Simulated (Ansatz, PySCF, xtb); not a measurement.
Protons, H atoms and electrons added to or taken from C=C=O. Isolated molecules, 0 K electronic values unless said otherwise. Strings in code marks are SMILES.

Quantity: gas-phase deprotonation enthalpy at 298 K, in kJ/mol. Enthalpy corrections at 298 K come from GFN2-xTB frequencies (xtb). Levels without diffuse functions put anions too high.

Level 1: PBE0-D3(BJ)/def2-TZVPD (PySCF)
Level 2: ωB97X-D3(BJ)/def2-TZVPD // PBE0-D3(BJ)/def2-TZVPD (PySCF)
Level 3: frozen-core MP2/aug-cc-pVTZ // PBE0-D3(BJ)/def2-TZVPD (Ansatz, a first-principles code)
Level 4: B3LYP/3-21G // PBE0-D3(BJ)/def2-TZVPD (PySCF)

```tsv
species	level 1	level 2	level 3	level 4
proton removed from C1: `C(=[CH-])=O`	1548.1	1557.2	1523.6	1615.7
```
